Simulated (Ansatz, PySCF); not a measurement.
**Zinc-blende AlN (metastable phase): cohesive energy by level of theory**

No measured value is used here.

```csv
level (code),value (eV/atom),cell (Å³/atom)
LDA (Ansatz),?,10.24
PBE (PySCF),5.73 ± 0.04,10.69
r²SCAN (Ansatz),5.80,10.43
Hartree–Fock (PySCF),3.95 ± 0.08,10.36
MP2 (PySCF),6.20 ± 0.2,10.56
CCSD(T) (PySCF),?,10.52
```

**Question.** Complete the blanks.

**Answer.** 
- LDA (Ansatz, a quantum-chemistry and plane-wave program), value (eV/atom): 6.60
- CCSD(T) (PySCF), value (eV/atom): 5.92 ± 0.2

Free atoms are spin-polarised, in the lowest state found; at levels without +SOC their spin–orbit coupling is left out.  A ± on a computed value is a rough bar: the spread of its extrapolation, a floor set from checks against published values, or a statistical error. Each level is taken at its own relaxed cell. Cutoffs differ between the levels. Ansatz's density-functional and Hartree–Fock values are scalar-relativistic unless marked +SOC, with PAW data made under PBE.
